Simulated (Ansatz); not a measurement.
These are PBE0-D3(BJ)/def2-TZVP (Ansatz, a quantum-chemistry and plane-wave program) values and carry that method's errors. No frequencies were computed at this level.

Ansatz 0.2 input:
```yaml
crystal:
  periodic: [false, false, false]
  atoms:
    - { symbol: C, position_ang: [-1.024089, -0.19942, -0.066108] }
    - { symbol: C, position_ang: [0.139499, 0.429959, -0.181196] }
    - { symbol: C, position_ang: [1.352532, -0.130246, 0.273155] }
    - { symbol: N, position_ang: [2.341861, -0.57745, 0.640566] }
    - { symbol: H, position_ang: [-1.095099, -1.176039, 0.384436] }
    - { symbol: H, position_ang: [-1.940408, 0.242606, -0.419145] }
    - { symbol: H, position_ang: [0.225703, 1.410591, -0.631707] }
basis:
  gaussian: { orbitals: def2-tzvp }
hamiltonian:
  xc: pbe0
  dispersion: d3bj
relax:
  max_steps: 150
```

Output:

```
Functional definition: PBE0
827 factors; their error is unknown
mean field evaluation 1: about -4639.1557 eV, gradient 5.0e1 eV
mean field evaluation 2: about -4637.8987 eV, gradient 5.5e1 eV
mean field evaluation 4: about -4644.5376 eV, gradient 2.3e0 eV
mean field evaluation 8: about -4644.5489 eV, gradient 8.7e-2 eV
mean field evaluation 16: about -4644.5532 eV, gradient 3.6e-5 eV
mean field -4644.55323162 eV, -170.6841830706 hartree, gradient 3.6e-5 eV, S^2 0.000000; 0 other end points of the search recorded, 0 dependent functions left out
reference -4644.55325515 eV, -170.6841839354 hartree; 14, 14 occupied and 128, 128 virtual orbitals, 827 factors
relax step   1: F+E_penalty+E_count = -4644.65214622 eV  Δ(F+E_penalty+E_count) = +0.000e0 eV  max|allowed force component| = 6.440e-1 eV/Å  Δτ_max = 0.0000 Å  (27 SCF iters, accepted)
these checks for a lower state are left out or cut short: starts, cluster_reference, orbital_swaps, neighbouring_geometries, increment
827 factors; their error is unknown
mean field -4644.56071084 eV, -170.6844579272 hartree, gradient 1.6e-5 eV, S^2 0.000000; 0 other end points of the search recorded, 0 dependent functions left out
reference -4644.56073443 eV, -170.6844587940 hartree; 14, 14 occupied and 128, 128 virtual orbitals, 827 factors
relax step   2: F+E_penalty+E_count = -4644.65941724 eV  Δ(F+E_penalty+E_count) = -7.271e-3 eV  max|allowed force component| = 1.580e-1 eV/Å  Δτ_max = 0.0130 Å  (34 SCF iters, accepted)
these checks for a lower state are left out or cut short: starts, cluster_reference, orbital_swaps, neighbouring_geometries, increment
827 factors; their error is unknown
mean field -4644.56158586 eV, -170.6844900834 hartree, gradient 1.6e-5 eV, S^2 0.000000; 0 other end points of the search recorded, 0 dependent functions left out
reference -4644.56160947 eV, -170.6844909509 hartree; 14, 14 occupied and 128, 128 virtual orbitals, 827 factors
relax step   3: F+E_penalty+E_count = -4644.66021628 eV  Δ(F+E_penalty+E_count) = -7.990e-4 eV  max|allowed force component| = 2.634e-2 eV/Å  Δτ_max = 0.0061 Å  (34 SCF iters, accepted)
these checks for a lower state are left out or cut short: starts, cluster_reference, orbital_swaps, neighbouring_geometries, increment
827 factors; their error is unknown
mean field evaluation 32: about -4644.5567 eV, gradient 6.9e-1 eV
mean field -4644.56155941 eV, -170.6844891114 hartree, gradient 1.6e-5 eV, S^2 0.000000; 0 other end points of the search recorded, 0 dependent functions left out
reference -4644.56158302 eV, -170.6844899792 hartree; 14, 14 occupied and 128, 128 virtual orbitals, 827 factors
relax step   4: F+E_penalty+E_count = -4644.66017377 eV  Δ(F+E_penalty+E_count) = +4.251e-5 eV  max|allowed force component| = 3.303e-2 eV/Å  Δτ_max = 0.0061 Å  (33 SCF iters, rejected (line search))
these checks for a lower state are left out or cut short: starts, cluster_reference, orbital_swaps, neighbouring_geometries, increment
827 factors; their error is unknown
mean field -4644.56171261 eV, -170.6844947413 hartree, gradient 1.6e-5 eV, S^2 0.000000; 0 other end points of the search recorded, 0 dependent functions left out
reference -4644.56173622 eV, -170.6844956091 hartree; 14, 14 occupied and 128, 128 virtual orbitals, 827 factors
relax step   5: F+E_penalty+E_count = -4644.66033344 eV  Δ(F+E_penalty+E_count) = -1.172e-4 eV  max|allowed force component| = 1.092e-2 eV/Å  Δτ_max = 0.0031 Å  (34 SCF iters, accepted)
these checks for a lower state are left out or cut short: starts, cluster_reference, orbital_swaps, neighbouring_geometries, increment
827 factors; their error is unknown
mean field -4644.56175679 eV, -170.6844963649 hartree, gradient 1.6e-5 eV, S^2 0.000000; 0 other end points of the search recorded, 0 dependent functions left out
reference -4644.56178041 eV, -170.6844972332 hartree; 14, 14 occupied and 128, 128 virtual orbitals, 827 factors
relax step   6: F+E_penalty+E_count = -4644.66032918 eV  Δ(F+E_penalty+E_count) = +4.268e-6 eV  max|allowed force component| = 1.861e-2 eV/Å  Δτ_max = 0.0071 Å  (33 SCF iters, rejected (line search))
these checks for a lower state are left out or cut short: starts, cluster_reference, orbital_swaps, neighbouring_geometries, increment
827 factors; their error is unknown
mean field -4644.56175987 eV, -170.6844964781 hartree, gradient 1.6e-5 eV, S^2 0.000000; 0 other end points of the search recorded, 0 dependent functions left out
reference -4644.56178349 eV, -170.6844973461 hartree; 14, 14 occupied and 128, 128 virtual orbitals, 827 factors
relax step   7: F+E_penalty+E_count = -4644.66036515 eV  Δ(F+E_penalty+E_count) = -3.170e-5 eV  max|allowed force component| = 4.516e-3 eV/Å  Δτ_max = 0.0035 Å  (34 SCF iters, accepted)
827 factors; their error is unknown
mean field evaluation 64: about -4644.5618 eV, gradient 4.9e-3 eV
mean field -4644.56175987 eV, -170.6844964781 hartree, gradient 1.6e-5 eV, S^2 0.000000; 1 other end points of the search recorded, 0 dependent functions left out
reference -4644.56178349 eV, -170.6844973461 hartree; 14, 14 occupied and 128, 128 virtual orbitals, 827 factors
Total energy: -4644.66038877 eV, -170.6881210233 hartree
Atom 0 at    -1.028704    -0.201130    -0.066069 Å, force    -0.004516    -0.000647    -0.001645 eV/Å
Atom 1 at     0.137258     0.426690    -0.180117 Å, force    -0.000168    -0.002167     0.000064 eV/Å
Atom 2 at     1.361266    -0.137025     0.278230 Å, force     0.002851     0.001207     0.001028 eV/Å
Atom 3 at     2.362530    -0.574891     0.642247 Å, force     0.000381     0.000009    -0.000215 eV/Å
Atom 4 at    -1.102238    -1.182439     0.386433 Å, force     0.001145     0.002400    -0.000735 eV/Å
Atom 5 at    -1.939724     0.259215    -0.427003 Å, force     0.000733     0.000352     0.000907 eV/Å
Atom 6 at     0.209611     1.409581    -0.633720 Å, force    -0.000427    -0.001155     0.000595 eV/Å
Dipole moment:    -0.759690     0.253886    -0.239222 e Å
```

Cost: around 17 core-seconds (rough).
